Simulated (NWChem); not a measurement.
System: chloromethane (CH₃Cl); SMILES CCl

The following NWChem deck was run.

```
start job
memory heap 200 mb stack 900 mb global 1100 mb
geometry units angstroms noautosym nocenter noautoz
  C      0.000000     0.000000    -1.110906
  Cl     0.000000     0.000000     0.664417
  H      0.732981     0.732981    -1.470125
  H      0.268290    -1.001270    -1.470125
  H     -1.001270     0.268290    -1.470125
end
basis spherical
  C library 6-31g*
  Cl library 6-31g*
  H library 6-31g*
end
dft
  xc pbe0
  iterations 150
end
cosmo
  do_cosmo_smd true
  solvent anisole
end
task dft energy
```

Parts of the log:

```
             Northwest Computational Chemistry Package (NWChem) 7.3.0
             --------------------------------------------------------

                             Geometry "geometry" -> ""
                             -------------------------

 Output coordinates in angstroms (scale by  1.889725989 to convert to a.u.)

  No.       Tag          Charge          X              Y              Z
 ---- ---------------- ---------- -------------- -------------- --------------
    1 C                    6.0000     0.00000000     0.00000000    -1.11090600
    2 Cl                  17.0000     0.00000000     0.00000000     0.66441700
    3 H                    1.0000     0.73298100     0.73298100    -1.47012500
    4 H                    1.0000     0.26829000    -1.00127000    -1.47012500
    5 H                    1.0000    -1.00127000     0.26829000    -1.47012500

 Effective nuclear repulsion energy (a.u.)      51.3434382480

                                 NWChem DFT Module
                                 -----------------

 Summary of "ao basis" -> "ao basis" (spherical)
 ------------------------------------------------------------------------------
       Tag                 Description            Shells   Functions and Types
 ---------------- ------------------------------  ------  ---------------------
 C                           6-31g*                  6       14   3s2p1d
 Cl                          6-31g*                  8       18   4s3p1d
 H                           6-31g*                  2        2   2s

 in cosmo_initialize ...
 calling solv_data for solv:anisole

 solvent parameters
 solvname_short: anisole
 solvname_long:  anisole
 dielec:        4.2247
 dielecinf:     2.3025
 nonaqueous SMD model solvent descriptors
 dielec:        4.2247
 sola:          0.0000
 solb:          0.2900
 solc:          0.7500
 solg:         50.5200
 solh:          0.0000
 soln:          1.5174

          ---------------
          -cosmo- solvent
          ---------------
 Cosmo: York-Karplus, doi: 10.1021/jp992097l
 dielectric constant -eps-     =   4.22
 screen = (eps-1)/(eps    )    =   0.76330
 surface charge correction     = lagrangian

   van der Waals surface
 --------------------------

 ---------- ATOMIC COORDINATES (A.U.) ------------ VDWR(ANG.) --
     1    0.00000000    0.00000000   -2.09930794     1.850
     2    0.00000000    0.00000000    1.25556607     2.380
     3    1.38513324    1.38513324   -2.77813342     1.200
     4    0.50699459   -1.89212594   -2.77813342     1.200
     5   -1.89212594    0.50699459   -2.77813342     1.200
 number of segments per atom =        128
 number of   points per atom =        128
 atom (   nspa,  nppa )
 ----------------------
    1 (     44,     0 )       0
    2 (    108,     0 )       0
    3 (     55,     0 )       0
    4 (     53,     0 )       0
    5 (     53,     0 )       0
 number of -cosmo- surface points =      313
 molecular surface =     87.378 angstrom**2
 molecular volume  =     71.411 angstrom**3
 -lineq- algorithm             =   0
 -bem- low  level              =   3
 -bem- from -octahedral-
 gaussian surface charge width =   4.50000
 degree of switching           =   1.00000
 switching function tolerance  =   0.00010
 atomic radii =
 --------------
    1  6.000  1.850
    2 17.000  2.380
    3  1.000  1.200
    4  1.000  1.200
    5  1.000  1.200
 ...... end of -cosmo- initialization ......

 nat:                     5
 ixmem:                  1509
 calling mnsol_interface()
 G(SMD-CDS) energy (kcal/mol)  =    -0.456
 SMD-CDS SASA (angstrom**2)    =    91.571

            General Information
            -------------------
          SCF calculation type: DFT
          Wavefunction type:  closed shell.
          No. of atoms     :     5
          No. of electrons :    26
           Alpha electrons :    13
            Beta electrons :    13
          Charge           :     0
          Spin multiplicity:     1
          Use of symmetry is: off; symmetry adaption is: off
          Maximum number of iterations: 150
          AO basis - number of functions:    38
                     number of shells:    20
          Convergence on energy requested:  1.00D-06
          Convergence on density requested:  1.00D-05
          Convergence on gradient requested:  5.00D-04

              XC Information
              --------------
                         PBE0 Method XC Functional
                     Hartree-Fock (Exact) Exchange  0.250
          PerdewBurkeErnzerhof Exchange Functional  0.750
            Perdew 1991 LDA Correlation Functional  1.000 local
           PerdewBurkeErnz. Correlation Functional  1.000 non-local

             Grid Information
             ----------------
          Grid used for XC integration:  medium
          Radial quadrature: Mura-Knowles
          Angular quadrature: Lebedev.
          Tag              B.-S. Rad. Rad. Pts. Rad. Cut. Ang. Pts.
          ---              ---------- --------- --------- ---------
          C                   0.70       49           7.0       434
          Cl                  1.00       88           8.0       590
          H                   0.35       45           8.0       434
          Grid pruning is: on
          Number of quadrature shells:   272
          Spatial weights used:  Erf1

      Superposition of Atomic Density Guess
      -------------------------------------

 Sum of atomic energies:        -498.60553448

      Non-variational initial energy
      ------------------------------

 Total energy =    -499.315861
 1-e energy   =    -788.689089
 2-e energy   =     238.029789
 HOMO         =      -0.377554
 LUMO         =       0.074205

   convergence    iter        energy       DeltaE   RMS-Dens  Diis-err
 ---------------- ----- ----------------- --------- --------- ---------
     COSMO gas phase
 d= 0,ls=0.0,diis     1   -499.8585782155 -5.51D+02  1.68D-02  2.09D-01
 d= 0,ls=0.0,diis     2   -499.8588890227 -3.11D-04  8.96D-03  1.95D-01
 d= 0,ls=0.0,diis     3   -499.8836687902 -2.48D-02  1.36D-03  6.56D-03
 d= 0,ls=0.0,diis     4   -499.8845288872 -8.60D-04  1.86D-04  6.84D-05
 d= 0,ls=0.0,diis     5   -499.8845374407 -8.55D-06  3.00D-05  1.21D-06
 d= 0,ls=0.0,diis     6   -499.8845375986 -1.58D-07  1.07D-05  1.18D-07
 d= 0,ls=0.0,diis     7   -499.8845376175 -1.88D-08  1.37D-06  2.87D-09

   convergence    iter        energy       DeltaE   RMS-Dens  Diis-err
 ---------------- ----- ----------------- --------- --------- ---------
     COSMO solvation phase
 d= 0,ls=0.0,diis     1   -499.8885267257 -3.99D-03  2.49D-03  9.80D-04
 d= 0,ls=0.0,diis     2   -499.8888692832 -3.43D-04  5.63D-04  2.82D-04
 d= 0,ls=0.0,diis     3   -499.8889048271 -3.55D-05  1.86D-04  6.02D-05
 d= 0,ls=0.0,diis     4   -499.8889125522 -7.73D-06  4.47D-05  5.21D-06
 d= 0,ls=0.0,diis     5   -499.8889132273 -6.75D-07  1.08D-05  1.91D-07
 d= 0,ls=0.0,diis     6   -499.8889132527 -2.54D-08  1.85D-06  6.78D-09

         Total DFT energy =     -499.888913252706
      One electron energy =     -790.439720669850
           Coulomb energy =      273.805431628237
    Exchange-Corr. energy =      -34.588474171031
 Nuclear repulsion energy =       51.343438247994

             COSMO energy =       -0.009588288056

 Numeric. integr. density =       25.999999837702

                                COSMO-SMD solvation results
                                ---------------------------

             internal energy in gas <Psi(g)|H|Psi(g)> =      -499.884537617464
         internal energy in solvent <Psi(s)|H|Psi(s)> =      -499.884094469750
                               delta internal energy  =         0.000443147713 (    0.28 kcal/mol)
   total free energy in solvent <Psi(s)|H+V/2|Psi(s)> =      -499.888186468964
 polarization energy contribution <Psi(s)|V/2|Psi(s)> =        -0.004091999214 (   -2.57 kcal/mol)
    total free energy in solvent including G(SMD-CDS) =      -499.888913252706
                       G(SMD-CDS) energy contribution =        -0.000726783741 (   -0.46 kcal/mol)
     1 M fixed-concentration free energy of solvation =        -0.004375635242 (   -2.75 kcal/mol)

                       DFT Final Molecular Orbital Analysis
                       ------------------------------------

 Vector   11  Occ=2.000000D+00  E=-4.268840D-01
              MO Center= -3.2D-05, -3.2D-05,  2.3D-02, r^2= 2.0D+00
   Bfn.  Coefficient  Atom+Function         Bfn.  Coefficient  Atom+Function
  ----- ------------  ---------------      ----- ------------  ---------------
    23      0.569842  2 Cl pz                 5     -0.360695  1 C  pz
    19     -0.225598  2 Cl pz                 9     -0.194631  1 C  pz
    24      0.193244  2 Cl s                 27      0.189054  2 Cl pz
    20      0.128911  2 Cl s                 33      0.078654  3 H  s
    35      0.078708  4 H  s                 37      0.078708  5 H  s

 Vector   12  Occ=2.000000D+00  E=-3.088554D-01
              MO Center=  3.3D-02,  3.3D-02,  3.7D-01, r^2= 1.8D+00
   Bfn.  Coefficient  Atom+Function         Bfn.  Coefficient  Atom+Function
  ----- ------------  ---------------      ----- ------------  ---------------
    21      0.485777  2 Cl px                22      0.485778  2 Cl py
    25      0.283895  2 Cl px                26      0.283895  2 Cl py
    17     -0.189243  2 Cl px                18     -0.189244  2 Cl py
    34     -0.147125  3 H  s                 33     -0.136327  3 H  s
     3     -0.124742  1 C  px                 4     -0.124742  1 C  py

 Vector   13  Occ=2.000000D+00  E=-3.088520D-01
              MO Center= -3.3D-02, -3.3D-02,  3.7D-01, r^2= 1.8D+00
   Bfn.  Coefficient  Atom+Function         Bfn.  Coefficient  Atom+Function
  ----- ------------  ---------------      ----- ------------  ---------------
    21      0.485790  2 Cl px                22     -0.485790  2 Cl py
    25      0.283894  2 Cl px                26     -0.283894  2 Cl py
    17     -0.189248  2 Cl px                18      0.189248  2 Cl py
    36     -0.127440  4 H  s                 38      0.127440  5 H  s
     3     -0.124718  1 C  px                 4      0.124718  1 C  py

 Vector   14  Occ=0.000000D+00  E= 4.751589D-02
              MO Center= -4.3D-07, -4.3D-07, -1.2D-01, r^2= 2.8D+00
   Bfn.  Coefficient  Atom+Function         Bfn.  Coefficient  Atom+Function
  ----- ------------  ---------------      ----- ------------  ---------------
     6      1.340071  1 C  s                 27      0.948857  2 Cl pz
     9      0.779941  1 C  pz                24     -0.736666  2 Cl s
    23      0.430661  2 Cl pz                 5      0.392459  1 C  pz
    34     -0.221907  3 H  s                 36     -0.221948  4 H  s
    38     -0.221948  5 H  s                 20     -0.202158  2 Cl s

 Vector   15  Occ=0.000000D+00  E= 1.350328D-01
              MO Center=  3.9D-04,  3.9D-04, -1.4D+00, r^2= 3.4D+00
   Bfn.  Coefficient  Atom+Function         Bfn.  Coefficient  Atom+Function
  ----- ------------  ---------------      ----- ------------  ---------------
     6      2.007849  1 C  s                 34     -1.090691  3 H  s
    36     -1.089589  4 H  s                 38     -1.089589  5 H  s
     9     -0.752114  1 C  pz                20      0.297530  2 Cl s
     5     -0.283699  1 C  pz                23     -0.132784  2 Cl pz
    27     -0.127428  2 Cl pz                 2      0.123470  1 C  s

 Vector   16  Occ=0.000000D+00  E= 1.670240D-01
              MO Center= -3.4D-01, -3.4D-01, -1.4D+00, r^2= 3.0D+00
   Bfn.  Coefficient  Atom+Function         Bfn.  Coefficient  Atom+Function
  ----- ------------  ---------------      ----- ------------  ---------------
    36      1.499209  4 H  s                 38     -1.499256  5 H  s
     7     -0.973972  1 C  px                 8      0.973919  1 C  py
     3     -0.272410  1 C  px                 4      0.272395  1 C  py
    25      0.172089  2 Cl px                26     -0.172080  2 Cl py
    35      0.118928  4 H  s                 37     -0.118932  5 H  s

     Multipole analysis of the density
     ---------------------------------

     L   x y z        total         alpha         beta         nuclear
     -   - - -        -----         -----         ----         -------
     0   0 0 0     -0.000000    -13.000000    -13.000000     26.000000

     1   1 0 0      0.000107      0.000052      0.000052      0.000002
     1   0 1 0      0.000107      0.000052      0.000052      0.000002
     1   0 0 1     -0.952856     -0.683616     -0.683616      0.414375

     2   2 0 0    -14.640856    -10.198317    -10.198317      5.755778
     2   1 1 0      0.000068      0.000034      0.000034     -0.000001
     2   1 0 1     -0.000298     -0.000146     -0.000146     -0.000005
     2   0 2 0    -14.640856    -10.198317    -10.198317      5.755778
     2   0 1 1     -0.000298     -0.000146     -0.000146     -0.000005
     2   0 0 2    -13.244938    -44.820581    -44.820581     76.396224
```

Level: PBE0/6-31G* (spherical d), SMD on the gas-phase geometry. Structure relaxed at the PBE0/def2-SVP level. Solvent: anisole.
